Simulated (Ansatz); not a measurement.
## Worked example: correlation energy of Cl–B–PH⁺, doublet

Geometry: that of the Cl–B–PH, singlet, kept fixed.

```xyz
4

Cl    0.0000   -0.2808    1.9376
B     0.0000   -0.3505    0.2476
P     0.0000   -0.3284   -1.4586
H     0.0000    0.9596   -0.7266
```

Basis cc-pVDZ; Ansatz 0.2.0. Correlated methods freeze the noble-gas cores, which leaves 15 electrons in 44 orbitals. Prefix R: restricted or restricted open-shell reference; prefix U: unrestricted.

Full CI isn't at hand for all of this; UCCSDT(Q) serves as the reference, and is uncertain by about the last step of the cluster series.

Runs differ by some tens of microhartree through their thresholds and, for an open shell, their frozen cores, so steps under 0.03 kcal/mol mean nothing.

```
    level  total energy (hartree)
      UHF             -825.199958
     UMP2             -825.498192
    UCCSD             -825.533852
 UCCSD(T)             -825.546449
   UCCSDT             -825.547834
UCCSDT(Q)             -825.548684
```

Problem. What is the correlation energy at UCCSDT(Q), and what share of it do UMP2 and UCCSDT recover?

Solution. E(corr) = -825.548684 − (-825.199958) = -0.348726 hartree = -9.489 eV. UMP2: -0.298234 / -0.348726 = 85.52 %. UCCSDT: -0.347876 / -0.348726 = 99.76 %.

Problem. By how many kcal/mol does UCCSD(T) miss UCCSDT(Q) (1 hartree = 627.509 kcal/mol), and which steps make up the rest?

Solution. -825.546449 − (-825.548684) = 0.002235 hartree = 1.40 kcal/mol. Steps: UCCSDT − UCCSD(T) = -0.87, UCCSDT(Q) − UCCSDT = -0.53 kcal/mol. Differences between like states or geometries often cancel part of this.
